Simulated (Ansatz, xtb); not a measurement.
# Two isomers of C5H6S

We compare a, `C#C[C@@H]1C[C@H]1S`, a singlet, with b, `C#CC1(S)CC1`, a singlet. Both are isolated molecules in the gas phase, relaxed with B3LYP/def2-SVP; the shapes shown needn't be the lowest conformers.

a (Å):

```csv
atom,x (Å),y (Å),z (Å)
C,0.4454,2.4802,1.9027
C,0.2224,1.3155,1.6478
C,-0.0485,-0.0671,1.3423
C,1.0819,-1.0491,1.0895
C,0.2256,-0.6046,-0.0595
S,-0.8740,-1.8197,-0.8069
H,0.6425,3.5106,2.1305
H,-0.9335,-0.4877,1.8324
H,0.9445,-2.0637,1.4727
H,2.1061,-0.6711,1.1346
H,0.6800,0.1030,-0.7594
H,-1.8636,-0.9597,-1.1488
```

b (Å):

```json
{"atom": "C", "x (Å)": "-0.3091", "y (Å)": "1.7102", "z (Å)": "2.6002"}
{"atom": "C", "x (Å)": "-0.0472", "y (Å)": "1.0052", "z (Å)": "1.6486"}
{"atom": "C", "x (Å)": "0.2427", "y (Å)": "0.1664", "z (Å)": "0.5101"}
{"atom": "C", "x (Å)": "1.3952", "y (Å)": "-0.8263", "z (Å)": "0.6012"}
{"atom": "C", "x (Å)": "-0.0137", "y (Å)": "-1.3318", "z (Å)": "0.6204"}
{"atom": "S", "x (Å)": "0.0479", "y (Å)": "0.9577", "z (Å)": "-1.1192"}
{"atom": "H", "x (Å)": "-0.5351", "y (Å)": "2.3391", "z (Å)": "3.4403"}
{"atom": "H", "x (Å)": "-1.3032", "y (Å)": "1.0522", "z (Å)": "-1.0833"}
{"atom": "H", "x (Å)": "1.9880", "y (Å)": "-0.9758", "z (Å)": "-0.3051"}
{"atom": "H", "x (Å)": "1.9678", "y (Å)": "-0.8247", "z (Å)": "1.5319"}
{"atom": "H", "x (Å)": "-0.4270", "y (Å)": "-1.6896", "z (Å)": "1.5673"}
{"atom": "H", "x (Å)": "-0.3991", "y (Å)": "-1.8259", "z (Å)": "-0.2746"}
```

Energies in hartree; the thermal terms are from GFN2-xTB frequencies at re-optimised GFN2-xTB minima (ideal gas, soft modes damped towards free rotors, one conformer each, 298.15 K, 1 atm) and include the zero-point energy:

```
                              a           b
E, CCSD(T)/def2-SVP  −590.870137  −590.869832
    E, MP2/def2-SVP  −590.785850  −590.786070
  E, MP2/def2-TZVPP  −591.318278  −591.317482
  zero-point energy     0.087279     0.087173
       H(298 K) − E     0.095280     0.095224
       G(298 K) − E     0.056213     0.056263
```

Question: Correct the CCSD(T) difference for the basis set by the MP2 change, then work out ΔE, ΔE₀, ΔH and ΔG for a → b in kJ/mol (1 Eh = 2625.50 kJ/mol) and the equilibrium ratio [b]/[a].

Answer: 1. Differences b − a: CCSD(T) +0.000305, MP2 in the small set −0.000220, MP2 in the large set +0.000796 Eh.
2. ΔE = +0.000305 + (+0.000796 − (−0.000220)) = +0.001321 Eh = +3.47 kJ/mol.
3. ΔE₀ = ΔE + ΔZPE = +0.001321 + (−0.000106) Eh = +3.19 kJ/mol.
4. ΔH = ΔE + (−0.000056) Eh = +3.32 kJ/mol.
5. ΔG = ΔE + (+0.000050) Eh = +3.60 kJ/mol, so ΔS = (ΔH − ΔG)/T = −0.9 J/(mol K).
6. kT = 0.9442 mEh, so K = [b]/[a] = exp(−ΔG/kT) = exp(−1.45) ≈ 0.23.

The two are too close for this level to say which is favoured. An error of 4 kJ/mol in ΔG would change K by a factor of 5. Mirror images and further conformers aren't counted.

As drawn, both hold the same kinds of bond in the same numbers.

Other levels gave ΔE = +0.5 (GFN2-xTB); +3.1 (HF/STO-3G, GFN2-xTB geometries); +4.1 (r2SCAN-D4/def2-SVP, GFN2-xTB geometries); +6.5 (B3LYP/def2-SVP); +7.4 (HF/def2-SVP); −0.6 (MP2/def2-SVP); +0.8 (CCSD(T)/def2-SVP) kJ/mol. The correlated steps freeze 10 core orbitals. Programs: Ansatz 0.2.0, xtb 6.7.1.
